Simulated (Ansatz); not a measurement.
# The cluster Li₂O: structure and electronic state

What does the cluster Li₂O look like as a singlet, and where do its frontier electrons sit?

The runs use Ansatz 0.2.0, Gaussian basis; RKS PBE0-D4/def2-TZVP.

Levels to be run: relaxation at r2SCAN-D4/def2-TZVP; a single point at PBE0-D4/def2-TZVP.

## Step 1: The starting structure

3 atoms, charge 0, spin multiplicity 1.

Atoms are counted from 1 here; the program's logs count them from 0.

Bond lengths: Li1–O3 1.552 Å, Li2–O3 1.552 Å. Angles: Li1–O3–Li2 145.3°.

The start is a GFN1-xTB geometry.

## Step 2: Optimising with r2SCAN-D4/def2-TZVP

File in.yaml:

```yaml
crystal:
  periodic: [false, false, false]
  atoms:
    - {symbol: Li, position_ang: [-1.192950, 0.335290, -0.825810]}
    - {symbol: Li, position_ang: [1.287640, -0.052380, 0.746250]}
    - {symbol: O, position_ang: [-0.094690, -0.282910, 0.079550]}
basis:
  gaussian: {orbitals: def2-TZVP}
hamiltonian: {xc: r2scan, dispersion: d4}
scf: {omitted_lower_state_checks: [starts]}
output: {orbitals: {seedname: orbitals}}
relax: {f_tol: 0.02, max_steps: 100}
```

Command:

```bash
$ ansatz run in.yaml --threads 4 --pin off --events-out ev --progress --plain --max-ram 3916MiB
```

The runs that follow: Single point, PBE0-D4/def2-TZVP.

Q: Predict the results of all the runs planned. Wanted: point group; commonest bond; HOMO, LUMO at PBE0-D4/def2-TZVP; dipole at r2SCAN-D4/def2-TZVP.

The runs gave:

| quantity | value |
| --- | --- |
| point group | D∞h |
| commonest bond | Li–O, 2 of mean length 1.616 Å |
| HOMO, LUMO at PBE0-D4/def2-TZVP | -4.25, -0.47 eV |
| dipole at r2SCAN-D4/def2-TZVP | 0.02 D |

**Reading.** The molecule keeps its bonding pattern by the stored test; the atoms moved 0.24 Å (rms), and the angle Li1–O3–Li2 went from 145° to 180°. No usable vibrations, so a minimum isn't proven. The HOMO lies nearest to O3 87 %; Li1, Li2 about 6 % each and the LUMO to Li1, Li2 about 45 % each; O3 9 %. Whether this spin is the lowest isn't tested here.
